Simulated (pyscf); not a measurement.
PySCF, gas phase, ωB97X-D3(BJ)/def2-SVP geometries. MP2 and CC: frozen core, UHF for open shells. ΔMP2 is the change of the MP2 total energy from the triple- to the quadruple-zeta basis.

SMILES: C#CC=O
```xyz
6

C      1.1425    -0.9054     0.1500
C      0.4216     0.0180    -0.1519
C     -0.4226     1.1620    -0.5025
O     -1.5039     1.0612    -1.0218
H      1.7764    -1.7353     0.4147
H      0.0188     2.1547    -0.2477
```
Charge 0, spin multiplicity 1.

**Question.** What is the homolytic dissociation enthalpy (298 K, CCSD(T)/def2-TZVPP + ΔMP2(QZVPP)) of the C–C bond of `[CH]#[C][CH]=[O]`, to •C≡CH + •HC=O?

**Answer.** C–C to •C≡CH + •HC=O: 114.3 kcal/mol. The radicals are drawn with the spin at the cut bond; how far it spreads was not checked. The CCSD(T) − MP2 part came from Ansatz, without density fitting, on the same reference. An open-shell T1 diagnostic exceeds 0.045. A UHF reference is spin-contaminated (<S²> up to 1.15), which harms MP2 most. C₂H has a Π state close over its Σ ground state, and the state reached was not checked.
